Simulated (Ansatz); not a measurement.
# CH8Si2: the cost of one run

All numbers below are computed with Ansatz 0.2.0 (RKS revPBE/6-31G*).

**1. Starting point**

Bond lengths: Si1–C2 2.070 Å, C2–H3 1.110 Å, C2–H4 1.110 Å, C2–H5 1.110 Å, Si1–H6 1.660 Å, Si1–Si7 2.218 Å, Si7–H8 1.460 Å, Si7–H9 1.460 Å, Si7–H10 1.460 Å, Si1–H11 1.459 Å. Angles (14 of 18 angles, heavy atoms first): C2–Si1–Si7 122.7°, Si1–C2–H3 76.8°, Si1–C2–H4 131.6°, Si1–C2–H5 113.2°, C2–Si1–H6 46.7°, C2–Si1–H11 122.7°, H6–Si1–Si7 121.2°, Si7–Si1–H11 109.5°, Si1–Si7–H8 109.5°, Si1–Si7–H9 109.5°, Si1–Si7–H10 109.5°, H3–C2–H4 109.4°, H3–C2–H5 109.4°, H4–C2–H5 109.4°.

Structure file:

```xyz
11

Si    0.0000    0.0000    0.0000
C     1.1598    0.0000    1.7145
H     0.1602   -0.3092    2.0850
H     1.9274   -0.7111    2.0850
H     1.3918    1.0203    2.0850
H     1.6388    0.0000    0.2650
Si   -1.0456    1.8115   -0.7393
H    -2.4302    1.4780   -1.0607
H    -1.0215    2.8436    0.2931
H    -0.3743    2.3069   -1.9374
H    -0.6877   -1.1914   -0.4862
```

**2. A restrained relaxation towards end A**

Springs on the bonds that form and break draw the guess towards this end; the thresholds are loose.

File input.yaml:

```yaml
crystal:
  periodic: [false, false, false]
  atoms:
    - { symbol: Si, position_ang: [0.0, 0.0, 0.0] }
    - { symbol: C, position_ang: [1.1598, 0.0, 1.7145] }
    - { symbol: H, position_ang: [0.1602, -0.3092, 2.085] }
    - { symbol: H, position_ang: [1.9274, -0.7111, 2.085] }
    - { symbol: H, position_ang: [1.3918, 1.0203, 2.085] }
    - { symbol: H, position_ang: [1.6388, 0.0, 0.265] }
    - { symbol: Si, position_ang: [-1.0456, 1.8115, -0.7393] }
    - { symbol: H, position_ang: [-2.4302, 1.478, -1.0607] }
    - { symbol: H, position_ang: [-1.0215, 2.8436, 0.2931] }
    - { symbol: H, position_ang: [-0.3743, 2.3069, -1.9374] }
    - { symbol: H, position_ang: [-0.6877, -1.1914, -0.4862] }
basis:
  gaussian: { orbitals: "6-31G*" }
hamiltonian:
  xc: revpbe
relax:
  f_tol: 0.15
  max_steps: 25
  restrain:
    - { distance: [1, 5], at: 2.31, k: 30.0 }
    - { distance: [0, 1], at: 1.87, k: 30.0 }
    - { distance: [0, 5], at: 1.46, k: 30.0 }
```

Launch:

```
$ ansatz run input.yaml --threads 1 --pin off --max-ram 2048MiB --backend cpu --events-out ev --progress --plain --runs-dir out
```

Q: Estimate wall time and peak memory on 1 thread of Intel Xeon 6975P-C (Granite Rapids), shared host.

About 11 s, with a peak of 0.13 GiB.
